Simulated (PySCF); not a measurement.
# C⁻: electron affinity in dyall-acv3z

Each state of carbon is computed at each level; their differences give the electron affinity. How far do the methods differ?

The numbers are computed with PySCF 2.14.0 (unrestricted determinants in a Gaussian basis, no spin-orbit coupling in the energies), except any that are marked as measured or tabulated.

## Step 1: The system

```
Element                                   : carbon (Z = 6)
Basis                                     : dyall-acv3z
Hamiltonian                               : the spin-free X2C one-electron Hamiltonian (Gaussian nucleus)
State 1                                   : C⁻: [He] 2s2 2p3, high-spin 4S determinant
Needed too, but not shown                 : C [He] 2s2 2p2 (3P)
Methods                                   : UHF, LDA, PBE, PBE0, r2SCAN, HSE06, BLYP, B97-3, M06, MP2
Core shells frozen in the correlated runs : valence: 1s2; valence and next inner shell: nothing (for C⁻)
```

The outer shells:

C- [He] 2s2 2p3
```
[He] core
2s [↑↓]
2p [↑ ][↑ ][↑ ]
```

The runs were made by one driver on top of PySCF. The scripts below sum up each run's settings (the driver also hands on starting orbitals that pick excited configurations, and frozen orbitals as a list rather than a count), and the logs come from the driver's own runs. The driver starts from symmetry-adapted Hartree-Fock orbitals, holds the occupation by maximum overlap and uses a logarithmic radial grid for functionals, so a plain start would take other cycles.

The integrals over 76 functions and the set-up took 0.15 s of CPU time.

## Step 2: C⁻: the ladder of methods

Level: UHF.

Input file input.py:

```python
from pyscf import gto, scf, dft, mp, cc
import basis_set_exchange as bse
mol = gto.M(atom="C 0 0 0", charge=-1, spin=3, symmetry="D2h",
            basis=gto.basis.parse(bse.get_basis("dyall-acv3z", elements=["C"], fmt="nwchem")),
            nucmod="G")
mf = scf.UHF(mol).sfx2c1e()
mf.irrep_nelec = {'Ag': (2, 2), 'B1u': (1, 0), 'B2u': (1, 0), 'B3u': (1, 0)}
mf.kernel()
```

Level: LDA.

Changes to input.py:

```diff
@@ -5,3 +5,3 @@
             nucmod="G")
-mf = scf.UHF(mol).sfx2c1e()
+mf = dft.UKS(mol, xc="LDA,VWN").sfx2c1e()
 mf.irrep_nelec = {'Ag': (2, 2), 'B1u': (1, 0), 'B2u': (1, 0), 'B3u': (1, 0)}
```

Level: PBE.

Changes to input.py:

```diff
@@ -5,3 +5,3 @@
             nucmod="G")
-mf = dft.UKS(mol, xc="LDA,VWN").sfx2c1e()
+mf = dft.UKS(mol, xc="PBE").sfx2c1e()
 mf.irrep_nelec = {'Ag': (2, 2), 'B1u': (1, 0), 'B2u': (1, 0), 'B3u': (1, 0)}
```

Level: PBE0.

Changes to input.py:

```diff
@@ -5,3 +5,3 @@
             nucmod="G")
-mf = dft.UKS(mol, xc="PBE").sfx2c1e()
+mf = dft.UKS(mol, xc="PBE0").sfx2c1e()
 mf.irrep_nelec = {'Ag': (2, 2), 'B1u': (1, 0), 'B2u': (1, 0), 'B3u': (1, 0)}
```

Level: r2SCAN.

Changes to input.py:

```diff
@@ -5,3 +5,3 @@
             nucmod="G")
-mf = dft.UKS(mol, xc="PBE0").sfx2c1e()
+mf = dft.UKS(mol, xc="R2SCAN").sfx2c1e()
 mf.irrep_nelec = {'Ag': (2, 2), 'B1u': (1, 0), 'B2u': (1, 0), 'B3u': (1, 0)}
```

Level: HSE06.

Changes to input.py:

```diff
@@ -5,3 +5,3 @@
             nucmod="G")
-mf = dft.UKS(mol, xc="R2SCAN").sfx2c1e()
+mf = dft.UKS(mol, xc="HSE06").sfx2c1e()
 mf.irrep_nelec = {'Ag': (2, 2), 'B1u': (1, 0), 'B2u': (1, 0), 'B3u': (1, 0)}
```

Level: BLYP.

Changes to input.py:

```diff
@@ -5,3 +5,3 @@
             nucmod="G")
-mf = dft.UKS(mol, xc="HSE06").sfx2c1e()
+mf = dft.UKS(mol, xc="BLYP").sfx2c1e()
 mf.irrep_nelec = {'Ag': (2, 2), 'B1u': (1, 0), 'B2u': (1, 0), 'B3u': (1, 0)}
```

Level: B97-3.

Changes to input.py:

```diff
@@ -5,3 +5,3 @@
             nucmod="G")
-mf = dft.UKS(mol, xc="BLYP").sfx2c1e()
+mf = dft.UKS(mol, xc="HYB_GGA_XC_B97_3").sfx2c1e()
 mf.irrep_nelec = {'Ag': (2, 2), 'B1u': (1, 0), 'B2u': (1, 0), 'B3u': (1, 0)}
```

Level: M06.

Changes to input.py:

```diff
@@ -5,3 +5,3 @@
             nucmod="G")
-mf = dft.UKS(mol, xc="HYB_GGA_XC_B97_3").sfx2c1e()
+mf = dft.UKS(mol, xc="M06").sfx2c1e()
 mf.irrep_nelec = {'Ag': (2, 2), 'B1u': (1, 0), 'B2u': (1, 0), 'B3u': (1, 0)}
```

## Step 3: C⁻, continued

Level: MP2 (valence).

Changes to input.py since step 2:

```diff
@@ -5,4 +5,5 @@
             nucmod="G")
-mf = dft.UKS(mol, xc="M06").sfx2c1e()
+mf = scf.UHF(mol).sfx2c1e()
 mf.irrep_nelec = {'Ag': (2, 2), 'B1u': (1, 0), 'B2u': (1, 0), 'B3u': (1, 0)}
 mf.kernel()
+mp.UMP2(mf, frozen=1).kernel()
```

Level: MP2 (valence and next inner shell).

Changes to input.py:

```diff
@@ -8,2 +8,2 @@
 mf.kernel()
-mp.UMP2(mf, frozen=1).kernel()
+mp.UMP2(mf, frozen=[[71, 72, 73, 74, 75], [71, 72, 73, 74, 75]]).kernel()
```

**Question.** What will these runs give?

The runs gave:

```
            quantity                                                                    value
electron affinity, C  UHF 0.449, MP2 (valence and next inner shell) 1.264 eV; reference 1.262
```

Each level's miss (mean over 1 difference):

```
                                method  mean absolute miss against the measured value (with the measured fine structure taken into account where it is known) (eV)
                                   UHF                                                                                                                       0.813
                                   LDA                                                                                                                       0.557
                                   PBE                                                                                                                       0.344
                                  PBE0                                                                                                                       0.159
                                r2SCAN                                                                                                                       0.237
                                 HSE06                                                                                                                       0.156
                                  BLYP                                                                                                                       0.115
                                 B97-3                                                                                                                       0.011
                                   M06                                                                                                                       0.071
                         MP2 (valence)                                                                                                                       0.001
                     SCS-MP2 (valence)                                                                                                                       0.292
    MP2 (valence and next inner shell)                                                                                                                       0.002
SCS-MP2 (valence and next inner shell)                                                                                                                       0.293
```

**Reading.** Against experiment MP2 (valence) comes closest (off by 0.00 eV), level with MP2 (valence and next inner shell) and UHF is farthest (0.81 eV). In a finite basis a lower level can come nearest by cancelling errors. Hartree-Fock falls short because the species with more electrons holds more correlation energy, which it lacks. PBE is off by +0.34 eV. All values hold for this basis alone; no basis-set limit was taken.
